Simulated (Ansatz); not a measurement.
Cost and result for the atomization energy of CH4SSi (`[SiH3]C=S`) (7 atoms, 6 bonds).

The species carries charge 0 and has multiplicity 1. All single points use the PBE0-D4/def2-TZVP geometry. Program: Ansatz. All runs use 2 threads of an Arm Neoverse V1 on a shared host. Times are those of one run each, without the atoms' runs, and a repeat can differ threefold. Electronic energies, without spin–orbit coupling; frozen cores. CCSD(T)/CBS adds CCSD(T) − MP2 in def2-TZVPP to the MP2 limit, and its time is that of the two runs behind it. T1 = 0.015; the RHF reference is unstable towards UHF. B3LYP takes the VWN-RPA correlation (the form of Gaussian; ORCA's B3LYP/G).

CCSD(T)/CBS is a level of theory with its own doubt, some kJ/mol a heavy atom from the limit and from the frozen cores, so smaller differences don't rank the functionals.

```csv
level,functions,wall time
CCSD(T)/def2-SVP,70,1.1 s
LDA (SPW92)/def2-TZVPP,171,1.1 s
revPBE-D4/def2-TZVPP,171,1.6 s
PBE0-D4/def2-TZVPP,171,2.4 s
B3LYP-D4/def2-TZVPP (with forces),171,3 s
r2SCAN-D4/def2-TZVPP (with forces),171,4.2 s
r2SCANh-D4/def2-TZVPP,171,4.2 s
PBE-QIDH/def2-TZVPP,171,4.8 s
B97M-V/def2-TZVPP,171,8 s
ωB97M-V/def2-TZVPP (with forces),171,9 s
MP2/def2-QZVPP,317,13 s
CCSD(T)/def2-TZVPP,171,22 s
CCSD(T)/CBS(def2),–,34 s
```

What atomization energy does each give, and how far from CCSD(T)/CBS? (An estimate is asked.)

Ansatz gave: 
```json
{"level": "CCSD(T)/def2-SVP", "atomization (kJ/mol)": "2091.7", "difference from CCSD(T)/CBS": "-148.2", "per bond": "-24.7"}
{"level": "LDA (SPW92)/def2-TZVPP", "atomization (kJ/mol)": "2528.7", "difference from CCSD(T)/CBS": "288.8", "per bond": "48.1"}
{"level": "revPBE-D4/def2-TZVPP", "atomization (kJ/mol)": "2216.1", "difference from CCSD(T)/CBS": "-23.8", "per bond": "-4.0"}
{"level": "PBE0-D4/def2-TZVPP", "atomization (kJ/mol)": "2223.5", "difference from CCSD(T)/CBS": "-16.4", "per bond": "-2.7"}
{"level": "B3LYP-D4/def2-TZVPP (with forces)", "atomization (kJ/mol)": "2234.7", "difference from CCSD(T)/CBS": "-5.2", "per bond": "-0.9"}
{"level": "r2SCAN-D4/def2-TZVPP (with forces)", "atomization (kJ/mol)": "2236.9", "difference from CCSD(T)/CBS": "-3.0", "per bond": "-0.5"}
{"level": "r2SCANh-D4/def2-TZVPP", "atomization (kJ/mol)": "2222.7", "difference from CCSD(T)/CBS": "-17.2", "per bond": "-2.9"}
{"level": "PBE-QIDH/def2-TZVPP", "atomization (kJ/mol)": "2208.9", "difference from CCSD(T)/CBS": "-31.0", "per bond": "-5.2"}
{"level": "B97M-V/def2-TZVPP", "atomization (kJ/mol)": "2250.4", "difference from CCSD(T)/CBS": "10.5", "per bond": "1.7"}
{"level": "ωB97M-V/def2-TZVPP (with forces)", "atomization (kJ/mol)": "2245.2", "difference from CCSD(T)/CBS": "5.3", "per bond": "0.9"}
{"level": "MP2/def2-QZVPP", "atomization (kJ/mol)": "2226.1", "difference from CCSD(T)/CBS": "-13.8", "per bond": "-2.3"}
{"level": "CCSD(T)/def2-TZVPP", "atomization (kJ/mol)": "2176.5", "difference from CCSD(T)/CBS": "-63.4", "per bond": "-10.6"}
{"level": "CCSD(T)/CBS(def2)", "atomization (kJ/mol)": "2239.9", "difference from CCSD(T)/CBS": "0.0", "per bond": "0.0"}
```

The D4 term adds +22.1 kJ/mol with B3LYP and +11.4 kJ/mol with PBE0; it sums over pairs of atoms, weighted by their polarisabilities, and B3LYP, whose exchange is more repulsive, gets the larger term. From r2SCAN to r2SCAN0 (25 % exact exchange), in def2-TZVPP and without D4, the atomization energy moves by −35.0 kJ/mol: exact exchange takes away binding that semilocal exchange gives to molecules. Leaving LDA and LC-ωPBE aside and taking each functional with its dispersion term where it has one, the values, not all of them listed here, spread over 81.6 kJ/mol, from BHLYP-D4 to PBE-D4. LDA lies +283.5 kJ/mol from PBE without D4, its usual overbinding.
